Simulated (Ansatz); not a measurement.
# C₆H₇N: basis-set convergence

Aim: see how fast density functionals converge with the basis set for C₆H₇N.

The runs use Ansatz 0.2.0, Gaussian basis; one geometry, several basis sets.

Plan: PBE0-D4/def2-SVP; ωB97M-V/def2-SVP; PBE0-D4/def2-QZVPP; ωB97M-V/def2-QZVPP; the functionals' def2-TZVPP values are taken from earlier runs.

## Step 1: The geometry

An earlier PBE0-D4 in a triple-zeta def2 set relaxation fixed the geometry.

SMILES `N#CC1=CCCC1`, 14 atoms, charge 0, spin multiplicity 1.

Atoms are counted from 1 here; the program's logs count them from 0.

Bond lengths: N1–C2 1.153 Å, C2–C3 1.418 Å, C3–C4 1.335 Å, C3–C7 1.508 Å, C4–C5 1.494 Å, C4–H8 1.083 Å, C5–C6 1.537 Å, C5–H9 1.093 Å, C5–H10 1.098 Å, C6–C7 1.536 Å, C6–H11 1.092 Å, C6–H12 1.090 Å, C7–H13 1.092 Å, C7–H14 1.096 Å. Angles: N1–C2–C3 178.2°, C2–C3–C4 125.2°, C2–C3–C7 122.7°, C4–C3–C7 112.1°, C3–C4–C5 111.5°, C3–C4–H8 124.4°, C5–C4–H8 124.0°, C4–C5–C6 103.3°, C4–C5–H9 112.7°, C4–C5–H10 109.6°, C6–C5–H9 112.9°, C6–C5–H10 112.1°, H9–C5–H10 106.3°, C5–C6–C7 105.7°, C5–C6–H11 109.1°, C5–C6–H12 112.8°, C7–C6–H11 109.2°, C7–C6–H12 112.6° and more.

## Step 2: PBE0-D4 in def2-SVP

in.yaml reads:

```yaml
crystal:
  periodic: [false, false, false]
  atoms:
    - {symbol: N, position_ang: [-2.784272, -1.159741, 1.980646]}
    - {symbol: C, position_ang: [-1.876309, -0.851813, 1.340581]}
    - {symbol: C, position_ang: [-0.769510, -0.430844, 0.559970]}
    - {symbol: C, position_ang: [0.062732, -1.243755, -0.095144]}
    - {symbol: C, position_ang: [1.155804, -0.479957, -0.769551]}
    - {symbol: C, position_ang: [0.660315, 0.974108, -0.710196]}
    - {symbol: C, position_ang: [-0.364714, 1.016430, 0.432788]}
    - {symbol: H, position_ang: [-0.015896, -2.323875, -0.103189]}
    - {symbol: H, position_ang: [1.343900, -0.824554, -1.789672]}
    - {symbol: H, position_ang: [2.095816, -0.619631, -0.219867]}
    - {symbol: H, position_ang: [0.160329, 1.220472, -1.649660]}
    - {symbol: H, position_ang: [1.469873, 1.691639, -0.574036]}
    - {symbol: H, position_ang: [-1.213091, 1.670443, 0.221823]}
    - {symbol: H, position_ang: [0.075043, 1.361091, 1.375508]}
basis:
  gaussian: {orbitals: def2-SVP}
hamiltonian: {xc: pbe0, dispersion: d4}
output: {orbitals: {seedname: orbitals}}
```

Run with:

```sh
ansatz run in.yaml --threads 2 --pin off --events-out ev --progress --plain --max-ram 22528MiB --backend cpu
```

Further steps of the session: ωB97M-V in def2-SVP; PBE0-D4 in def2-QZVPP; ωB97M-V in def2-QZVPP.

Before running them: what should the planned runs give, taken together? Wanted: PBE0-D4: double and triple zeta above quadruple; ωB97M-V: double and triple zeta above quadruple.

**Answer**, as computed:

| quantity | value |
| --- | --- |
| PBE0-D4: double and triple zeta above quadruple | 8.90, 0.41 eV |
| ωB97M-V: double and triple zeta above quadruple | 9.27, 0.38 eV |

For PBE0-D4 the step from double to triple zeta gains 8.49 eV and the next only 0.41 eV. These are total energies; as a rule much of such shifts cancels in differences, which this series doesn't test.
